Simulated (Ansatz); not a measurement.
**Where PBE holds and where it fails for hcp Co**

Programs: Ansatz (an electronic-structure program).

```json
[
 {"property": "lattice parameter a (Å)", "PBE": "2.494", "LDA": "2.429", "PBEsol": "2.457", "r²SCAN": "2.472", "r²SCAN+rVV10": "2.464", "reference": "2.507*", "PBE less reference": "-0.52 %"},
 {"property": "lattice parameter c (Å)", "PBE": "4.032", "LDA": "3.919", "PBEsol": "3.969", "r²SCAN": "4.019", "r²SCAN+rVV10": "4.006", "reference": "4.07*", "PBE less reference": "-0.93 %"},
 {"property": "bulk modulus (GPa)", "PBE": "215", "LDA": "273", "PBEsol": "242", "r²SCAN": "224", "r²SCAN+rVV10": "230", "reference": "193", "PBE less reference": "+11.4 %"},
 {"property": "cohesive energy (eV/atom)", "PBE": "5.02", "LDA": "6.67", "PBEsol": "5.84", "r²SCAN": "4.70", "r²SCAN+rVV10": "4.96", "reference": "4.47", "PBE less reference": "+0.55 eV/atom"},
 {"property": "elastic constant C11 (GPa)", "PBE": "352", "LDA": "462", "PBEsol": "421", "r²SCAN": "–", "r²SCAN+rVV10": "–", "reference": "306*", "PBE less reference": "+15.0 %"},
 {"property": "elastic constant C33 (GPa)", "PBE": "408", "LDA": "513", "PBEsol": "467", "r²SCAN": "–", "r²SCAN+rVV10": "–", "reference": "357*", "PBE less reference": "+14.3 %"},
 {"property": "elastic constant C44 (GPa)", "PBE": "98.3", "LDA": "121", "PBEsol": "111", "r²SCAN": "–", "r²SCAN+rVV10": "–", "reference": "75*", "PBE less reference": "+31 %"},
 {"property": "Voigt–Reuss–Hill bulk modulus (GPa)", "PBE": "212", "LDA": "272", "PBEsol": "247", "r²SCAN": "–", "r²SCAN+rVV10": "–", "reference": "–", "PBE less reference": "–"},
 {"property": "polycrystal shear modulus (GPa)", "PBE": "104", "LDA": "135", "PBEsol": "122", "r²SCAN": "–", "r²SCAN+rVV10": "–", "reference": "–", "PBE less reference": "–"}
]
```

PBE is well off the measurement for the cohesive energy (+0.55 eV/atom, at least halved by r²SCAN); elastic constant C44 (+31 %).  In between, or not called against an uncorrected reference: lattice constant a (-0.52 %), lattice parameter c (-0.93 %), bulk modulus (+11.4 %), elastic constant C11 (+15.0 %), elastic constant C33 (+14.3 %). Where no measured value is used, PBE differs from PBEsol by -14.2 % in the Voigt–Reuss–Hill bulk modulus; from PBEsol by -14.8 % in the Voigt–Reuss–Hill shear modulus.

A star marks values at room or unstated temperature without corrections; heat and zero-point motion as a rule enlarge cells and lower moduli and gaps.

Called good within 5.0 % for the bulk modulus, 0.10 eV/atom for the cohesive energy (and 5 % of it).

Called well off beyond 12.5 % for the bulk modulus, 0.25 eV/atom for the cohesive energy (bounds picked here from the quality of each reference); against an uncorrected reference the lattice constant a is called beyond 0.5 % where a correction would as a rule widen the miss, else beyond 3 %; against an uncorrected reference the lattice parameter c is called beyond 1 % where a correction would as a rule widen the miss, else beyond 3 %; against an uncorrected reference the elastic constant C11 is called beyond 10 % where a correction would as a rule widen the miss, else beyond 20 %; against an uncorrected reference the elastic constant C33 is called beyond 10 % where a correction would as a rule widen the miss, else beyond 20 %; against an uncorrected reference the elastic constant C44 is called beyond 10 % where a correction would as a rule widen the miss, else beyond 20 %.

Free atoms are spin-polarised, in the lowest state found; at levels without +SOC their spin–orbit coupling is left out.

Differences are worked out from the printed values.

The references are measured values: lattice constant a room temperature, lattice parameter c room temperature, bulk modulus corrected to a static lattice, cohesive energy corrected to a static lattice, elastic constant C11 temperature unstated, elastic constant C33 temperature unstated, elastic constant C44 temperature unstated.

Unless a row names a cell, each level is at its own relaxed cell.

Spin-polarised runs: PBE (parallel moments), LDA (parallel moments), PBEsol (parallel moments), r²SCAN (parallel moments), r²SCAN+rVV10 (parallel moments).

Ansatz's density-functional and Hartree–Fock values are scalar-relativistic unless marked +SOC, with PAW data made under PBE.

References as tabulated in Steinle-Neumann et al. (1999), arXiv:cond-mat/9904431; Wikipedia's data pages; doi:10.1021/acs.jctc.3c00612; Jana et al. (2018), arXiv:1807.00350.
